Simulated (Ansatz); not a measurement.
## H3Si–GeH, triplet: the ladder up to UCCSDT(Q)

Geometry: a PBE0/def2-TZVP stationary point for this spin, not checked as a minimum.

| atom | x (Å) | y (Å) | z (Å) |
| --- | --- | --- | --- |
| Si | 0.0000 | -0.0421 | 1.6567 |
| Ge | 0.0000 | 0.0347 | -0.7080 |
| H | 1.2108 | -0.7342 | 2.1756 |
| H | 0.0000 | 1.3682 | 2.1200 |
| H | -1.2108 | -0.7342 | 2.1756 |
| H | 0.0000 | -1.2247 | -1.6073 |

Basis cc-pVDZ; Ansatz 0.2.0. Correlated methods freeze the noble-gas cores and the filled d shells of p-block atoms, which leaves 12 electrons in 46 orbitals. Prefix R: restricted or restricted open-shell reference; prefix U: unrestricted. Active spaces: frontier = (10e, 10o) about the gap. No spin–orbit coupling is included, and no scalar relativity.

Full CI isn't at hand for all of this; UCCSDT(Q) serves as the reference, and is uncertain by about the last step of the cluster series. The frozen core follows each run's orbitals, which can shift R against U totals by a few meV for light atoms and by up to 0.1 eV past Ca.

The UHF ⟨S²⟩ is 2.010 and the T1 diagnostic (RCCSD) is 0.0187. The largest doubles amplitude (RCCSD) is 0.040 and the T1 diagnostic (UCCSD) is 0.0147.

```
   level  E − E(UCCSDT(Q)) (meV)  share of correlation (%)  wall time
     UHF                    5853                      1.36          –
    UMP2                    1317                     77.80          –
   UCCSD                     176                     97.03          –
UCCSD(T)                      37                     99.38        7 s
  UCCSDT                       6                     99.91          –
```

The correlation energy at UCCSDT(Q), counted from RHF, is -5.934 eV. That run took 43 s on 1 thread of Arm Neoverse V2, shared host.

Run but not shown, since their state or frozen core can't be matched to the reference's or they repeat it: RHF, RMP2, CISD, RCCSD, RCCSD(T), BCCD(T), RCCSDT, RCCSDT(Q), CASSCF (frontier space), NEVPT2 (frontier space).

Times hold each run's SCF and search for its determinant on a shared host, so for small cases they say little of a method's own cost; they ran on 1 thread of Arm Neoverse V2.
